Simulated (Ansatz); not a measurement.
## GeH$_{2}$Br (H-bridged), quartet in cc-pVDZ: errors against UCCSDT(Q)

Geometry: displaced at random from a stationary point.

```yaml
atoms:
  - { symbol: Ge, position_ang: [0.0023, 0.4593, 0.6498] }
  - { symbol: Br, position_ang: [0.0015, 0.3996, -2.1515] }
  - { symbol: H, position_ang: [0.0495, -0.1313, 2.0367] }
  - { symbol: H, position_ang: [-0.0533, -0.7276, -0.5349] }
```

Basis cc-pVDZ; Ansatz 0.2.0. Only valence electrons are correlated (noble-gas cores and the filled d shells of p-block atoms frozen), which leaves 13 electrons in 36 orbitals. R marks a restricted (for open shells ROHF) determinant, U an unrestricted one. Active spaces: valence = (13e, 10o) chosen from the atoms' valence shells. No spin–orbit coupling is included, and no scalar relativity.

Full CI isn't at hand for all of this; UCCSDT(Q) serves as the reference, and is uncertain by about the last step of the cluster series. The frozen core follows each run's orbitals, which can shift R against U totals by a few meV for light atoms and by up to 0.1 eV past Ca.

```
UHF ⟨S²⟩                          : 3.768
T1 diagnostic (RCCSD)             : 0.0244
largest doubles amplitude (RCCSD) : 0.044
T1 diagnostic (UCCSD)             : 0.0193
```

```json
{"level": "UHF", "E − E(UCCSDT(Q)) (kcal/mol)": "137.77", "share of correlation (%)": "3.03", "wall time": "–"}
{"level": "UMP2", "E − E(UCCSDT(Q)) (kcal/mol)": "24.16", "share of correlation (%)": "83.00", "wall time": "–"}
{"level": "UCCSD", "E − E(UCCSDT(Q)) (kcal/mol)": "3.98", "share of correlation (%)": "97.20", "wall time": "–"}
{"level": "UCCSD(T)", "E − E(UCCSDT(Q)) (kcal/mol)": "0.94", "share of correlation (%)": "99.34", "wall time": "10 s"}
{"level": "UCCSDT", "E − E(UCCSDT(Q)) (kcal/mol)": "0.26", "share of correlation (%)": "99.82", "wall time": "–"}
```

The correlation energy at UCCSDT(Q), counted from RHF, is -6.161 eV. That run took 42 s on 1 thread of Arm Neoverse V2, shared host.

Run but not shown, since their state or frozen core can't be matched to the reference's or they repeat it: RHF, RMP2, CISD, RCCSD, RCCSD(T), BCCD(T), RCCSDT, RCCSDT(Q), CASSCF (valence space), NEVPT2 (valence space), MRCISD (valence space), MRCISD+Q (valence space).

Times hold each run's SCF and search for its determinant on a shared host, so for small cases they say little of a method's own cost; they ran on 1 thread of Arm Neoverse V2.

Natural occupations of CASSCF (valence space) about the gap: 1.980 1.961 1.009 1.005 1.001 0.033 0.022; effectively unpaired electrons, Σ n²(2−n)², 3.01.
